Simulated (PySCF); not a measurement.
## Level of theory and proton affinities: 2-pentanone

Structure: `CCCC(C)=O` (C5H10O). Coordinates in Å; atoms count from 1 in this order:
```
C     1.9512   -0.7793   -0.5273
C     1.4289    0.5095    0.1173
C    -0.0123    0.3946    0.6250
C    -1.0667    0.3253   -0.4776
C    -2.4710   -0.0658   -0.0453
O    -0.8066    0.5812   -1.6386
H     1.9193   -1.6185    0.1797
H     1.3529   -1.0473   -1.4037
H     2.9902   -0.6613   -0.8548
H     1.4792    1.3277   -0.6097
H     2.0754    0.7883    0.9591
H    -0.2719    1.2656    1.2475
H    -0.1318   -0.4759    1.2870
H    -2.4819   -1.1156    0.2762
H    -2.8016    0.5327    0.8125
H    -3.1662    0.0615   -0.8776
```

All levels share the B3LYP/6-31G* structures and the GFN2-xTB thermal terms; only the single-point energies (PySCF) change. Values are proton affinities (298 K, kJ/mol).

Measured (NIST Chemistry WebBook): proton affinity (−ΔH) 833 kJ/mol.

| level | O6 |
| --- | --- |
| M06-2X/def2-TZVP | 833 |
| TPSSh-D3(BJ)/def2-TZVP (grid 3, diis space 4) | 851 |

The spread: 18 kJ/mol, from 833 to 851.
